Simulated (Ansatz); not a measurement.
# AlPN+ (quintet): wave-function methods side by side, cc-pVDZ

How much of the correlation energy of AlPN+ (quintet) does each wave-function method recover here?

Computed with Ansatz 0.2.0, Gaussian basis. Level: cc-pVDZ, core rule «outside noble gas», up to 11 orbitals frozen.

To be run: UHF; CCSD(T) on ROHF; CCSD(T) on UHF; BCCD(T) on ROHF; CISD as a restricted active space (open shells left free, so some higher excitations enter); CCSDT(Q) on ROHF; CCSDT(Q) on UHF.

41 further runs of the same task are left out: 16 for a known fault of the program, 14 that didn't finish, 11 set aside as unsound or not needed. Runs told in other sessions of the task aren't counted.

**1. The system**

The geometry is a PBE0/def2-TZVP stationary point (not a proven minimum) of the parent state, kept for this charge and spin.

3 atoms, charge 1, spin multiplicity 5.

Atoms are counted from 1 here; the program's logs count them from 0.

Bond lengths: N1–Al2 1.817 Å, Al2–P3 2.195 Å. Angles: N1–Al2–P3 180.0°.

**2. UHF**

File in.yaml:

```yaml
crystal:
  periodic: [false, false, false]
  atoms:
    - {symbol: N, position_ang: [0.000000, 0.000000, -1.943000]}
    - {symbol: Al, position_ang: [0.000000, 0.000000, -0.126200]}
    - {symbol: P, position_ang: [0.000000, 0.000000, 2.069200]}
basis:
  gaussian: {orbitals: cc-pVDZ}
total_charge: 1
magnetization: {spin_polarized: true, initial_magnetization: 4}
hamiltonian: {xc: hf}
output: {orbitals: {seedname: orbitals}}
```

Launch:

```bash
$ ansatz run in.yaml --threads 1 --pin off --events-out ev --progress --plain --max-ram 2393MiB
```

The runs that follow: CCSD(T) on ROHF; CCSD(T) on UHF; BCCD(T) on ROHF; CISD as a restricted active space (open shells left free, so some higher excitations enter); CCSDT(Q) on ROHF; CCSDT(Q) on UHF.

**Question.** What will the summary of the whole plan be? Wanted: UCCSDT(Q) from the RHF energy; RMP2 from UCCSDT(Q); UMP2 from UCCSDT(Q); RCCSD from UCCSDT(Q); RCCSD(T) from UCCSDT(Q); UCCSD(T) from UCCSDT(Q); RCCSDT(Q) from UCCSDT(Q); T1 diagnostic.

**Answer**, as computed:

| quantity | value |
| --- | --- |
| UCCSDT(Q) from the ROHF energy | -7.1005 eV |
| RMP2 from UCCSDT(Q) | +1333.5 meV |
| UMP2 from UCCSDT(Q) | +1374.2 meV |
| RCCSD from UCCSDT(Q) | +269.5 meV |
| RCCSD(T) from UCCSDT(Q) | +68.6 meV |
| UCCSD(T) from UCCSDT(Q) | +68.0 meV |
| RCCSDT(Q) from UCCSDT(Q) | +2.5 meV |
| levels within 1 kcal/mol (43 meV) | RCCSDT, UCCSDT, RCCSDT(Q) |
| T1 diagnostic | 0.023 |

What this shows: RCCSD(T) lands +68.6 meV from the yardstick (1.0 % of the correlation energy). These misses are within one basis, not against nature; the frozen cores of restricted and unrestricted runs differ, which can shift their rows.

With open shells the CI space here admits some higher excitations, so it is larger than plain CISD.
